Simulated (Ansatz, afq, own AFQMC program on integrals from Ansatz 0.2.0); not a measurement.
AFQMC on a folder of integrals that Ansatz 0.2.0 wrote.

```yaml
crystal:
  periodic: [false, false, false]
  atoms:
    - {symbol: Al, position_ang: [0.000000, 0.000193, 0.739327]}
    - {symbol: C, position_ang: [0.000000, -0.007467, -1.457291]}
    - {symbol: H, position_ang: [0.000000, 1.558463, 1.622494]}
    - {symbol: H, position_ang: [0.000000, -1.523083, 1.680885]}
    - {symbol: H, position_ang: [0.000000, -1.137866, -1.941021]}
    - {symbol: H, position_ang: [-0.985184, 0.593141, -1.894100]}
    - {symbol: H, position_ang: [0.985184, 0.593141, -1.894100]}
basis:
  gaussian: {orbitals: 6-31G}
magnetization: {spin_polarized: false}
correlation: {method: ccsd_t, electrons: outside_noble_gas, hamiltonian_folder: ham}
```

```sh
$ ansatz run in.yaml --threads 1 --pin off --events-out ev --progress --plain --max-ram 1382MiB
```

Options of the walk:

```
--method phaseless --trial cisd --walkers 150 --populations 1 --least-time 40 --time-step 0.005 --steps-per-block 50 --equilibration-blocks 28 --max-blocks 300 --target-error 0.00042 --factor-cut 1e-05 --seed 4711 --release-times 0.24,0.51,0.99,1.62,2.4 --release-step 0.03 --release-every 4 --taylor-order 6
```

Times are imaginary, in 1/Eh. The walk had a cap of 534 s.

Log:

```
orbitals 26  electrons 6 6  factors 187 of 425
reference energy -282.56879388 Eh
CCSD correlation -0.17761866 Eh in 9 cycles, weight of the determinant in the CISD state 0.8877
energy of the start -282.746413 Eh
 block  time / (1/Eh)  mean weight  energy / Eh
     1     0.250  1.0000  -282.743457
     2     0.500  1.0002  -282.743893
     3     0.750  1.0001  -282.744159
     4     1.000  0.9990  -282.746699
     5     1.250  1.0005  -282.747464
     7     1.750  0.9996  -282.749171
     9     2.250  1.0005  -282.750943
    13     3.250  1.0007  -282.751493
    21     5.250  0.9997  -282.751375
    29     7.250  1.0002  -282.746902
    37     9.250  1.0009  -282.750529
    45    11.250  1.0011  -282.753931
    53    13.250  1.0002  -282.750521
    61    15.250  1.0007  -282.750116
    69    17.250  0.9994  -282.751579
    77    19.250  1.0005  -282.751219
    85    21.250  0.9985  -282.754227
    93    23.250  0.9991  -282.752052
   101    25.250  1.0002  -282.747643
   109    27.250  1.0007  -282.751484
   117    29.250  0.9999  -282.748016
   125    31.250  1.0004  -282.753445
   133    33.250  1.0001  -282.750640
   141    35.250  0.9998  -282.749912
   149    37.250  1.0004  -282.754613
   157    39.250  1.0001  -282.754952
   165    41.250  1.0002  -282.746570
   173    43.250  0.9999  -282.750335
   181    45.250  0.9989  -282.753327
   185    46.250  1.0000  -282.756679
blocks merged  error / Eh  count
     1  0.000271  160
     2  0.000331  80
     4  0.000374  40
     8  0.000409  20
    16  0.000476  10
released: time / (1/Eh)  energy / Eh  error  mean overlap
  0.24  -282.751592  0.000405  1.0059
  0.51  -282.751442  0.000322  1.0042
  0.99  -282.751705  0.000288  1.0001
  1.62  -282.751593  0.000344  0.9942
  2.40  -282.751183  0.000400  0.9982
energy -282.752074 +/- 0.000409 Eh
(rows thinned)
```

The run passed its tests (sampling time, drift between the halves within three errors, error under three times the target), which doesn't prove that it has relaxed.

Against this walk (error 11.1 meV) on the same determinant: CCSD(T) 42.6 meV higher, CCSDT(Q) 17.7 meV higher (within the noise). The error is statistical and leaves out the bias of the constraint. Released to 2.40 1/Eh the energy moves by 24 ± 16 meV (both errors), within twice the noise.

Cautions: constraint bias not in the error.

The walk took 110 s on 1 thread of Arm Neoverse V2, with other jobs on the host. The log's last line is the phaseless energy.

CCSDT and higher add their correlation energy to the determinant of the CCSD(T) run, since their own runs factorise the integrals more tightly (a shift of under 2 meV). A walk keeps the symmetry of its determinant, which the program's search chose and which needn't be the lowest solution, so a lower state of the same spin and another symmetry isn't excluded.
